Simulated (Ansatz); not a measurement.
C4H7NO can be A, `C=COC(=C)N`, or B, `CCN=C=CO`.

Computed with Ansatz on PBE0-D4/def2-TZVP structures; ΔE is electronic, products minus reactants. CCSD(T)/CBS is the MP2 limit (def2-TZVPP, def2-QZVPP) plus CCSD(T) − MP2 in def2-TZVPP, frozen cores. DFT in def2-TZVPP. B3LYP here is the variant with VWN-RPA as its local correlation; programs differ in this. One conformer a species, not always the lowest.

Problem. Which is lower in electronic energy at CCSD(T)/CBS, and by how much? (An estimate is asked.)

Solution. The calculation gave: A, by 12.3 kcal/mol.

Problem. Give E(B) − E(A) in kcal/mol with MP2/def2-TZVPP, HF/def2-TZVPP, B3LYP-D4, PBE-D4, PBE0-D4, ωB97M-V, B2PLYP. (Estimate.)

Solution. Computed: MP2/def2-TZVPP 11.2, HF/def2-TZVPP 14.1, B3LYP-D4 11.8, PBE-D4 10.1, PBE0-D4 11.8, ωB97M-V 13.1, B2PLYP 11.0. None reverses the order clearly.

Largest T1 diagnostic: 0.013.

From PBE to PBE0 (25 % exact exchange), in def2-TZVPP and without D4, E(B) − E(A) moves by +1.8 kcal/mol. In def2-TZVPP, CCSD(T) changes the Hartree–Fock value by −2.4 kcal/mol (the triples alone add −0.3 kcal/mol) and MP2 by −3.0 kcal/mol.
